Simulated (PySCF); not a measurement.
# Broadened absorption spectrum of C4H9NO

Species: C4H9NO.
SMILES: `CCCC(N)=O`

Computed, not measured: TDDFT B3LYP/def2-SVPD, vertical, gas phase, core orbitals frozen in the response (PySCF). Geometry: GFN2-xTB, one conformer, isolated molecule. Torsions of this conformer, `[CH3:1][CH2:2][CH2:3][C:4]([NH2:5])=[O:6]`: C1–C2–C3–C4 180°, C2–C3–C4–N5 180°, H–N5–C4–C3 0°, H–N5–C4–C3 180°.

Broadening: Gaussians 0.3 eV wide at half height, area fixed by f = 4.319×10⁻⁹ ∫ε dν̃. The cross-section is σ = 3.8235×10⁻²¹ ε cm², given in Mb (10⁻¹⁸ cm²). The width is an assumption, not a result. The curve ends short of the highest state used, and states not computed would add to its high-energy end.

(E (eV), σ (Mb)): (5.25, 0.00), (5.30, 0.00), (5.34, 0.00), (5.39, 0.00), (5.44, 0.01), (5.49, 0.01), (5.54, 0.02), (5.59, 0.03), (5.63, 0.04), (5.68, 0.04), (5.73, 0.04), (5.78, 0.04), (5.83, 0.03), (5.88, 0.02), (5.93, 0.01), (5.97, 0.01), (6.02, 0.02), (6.07, 0.05), (6.12, 0.17), (6.17, 0.48), (6.22, 1.13), (6.27, 2.32), (6.31, 3.68), (6.36, 5.71), (6.41, 7.60), (6.46, 8.68), (6.51, 8.56), (6.56, 7.37), (6.61, 5.73), (6.65, 4.58), (6.70, 3.72), (6.75, 3.53), (6.80, 3.75), (6.85, 4.09), (6.90, 4.41), (6.95, 4.72), (6.99, 4.94), (7.04, 5.09), (7.09, 5.05), (7.14, 5.00), (7.19, 5.54), (7.24, 7.57), (7.29, 11.72), (7.33, 16.52)

**Question.** Locate the maxima and give the states behind the curve.

**Answer.** 218 nm (5.70 eV), ε about 12, made up of S1 (100%); 191 nm (6.48 eV), ε about 2300, made up of S2 (99%); 176 nm (7.05 eV), ε about 1300, made up of S3 (14%) and S4 (83%) (hardly more than a shoulder) (ε in L mol⁻¹ cm⁻¹; maxima over ε = 5, shares over 10%). At its high-energy end, 7.33 eV, the curve is still rising (ε about 4300, from S5). The states used: S1 5.70 eV (f 0.0001); S2 6.48 eV (f 0.025); S3 6.83 eV (f 0.0090); S4 7.08 eV (f 0.013); S5 7.47 eV (f 0.080); S6 7.62 eV (f 0.0035); S7 7.68 eV (f 0.066); S8 7.93 eV (f 0.062).

**Question.** What would ε be at 6.48 eV, the highest of these maxima, with half the width (0.15 eV)?

**Answer.** About 4560 L mol⁻¹ cm⁻¹ against 2300, a factor of about 1.98; a lone state at its own centre would give exactly 2.

**Question.** On this curve, what absorbance would a 10⁻³ mol/L sample give at 222 nm over a 1 cm path?

**Answer.** 222 nm is 5.585 eV, where ε is about 8 L mol⁻¹ cm⁻¹, so A = ε c l ≈ 0.008 (Beer–Lambert, with the gas-phase spectrum and the assumed width).

**Question.** Coming from long wavelengths, where does ε first pass 100 L mol⁻¹ cm⁻¹?

**Answer.** At about 201 nm (6.16 eV), 0.46 eV above S1.
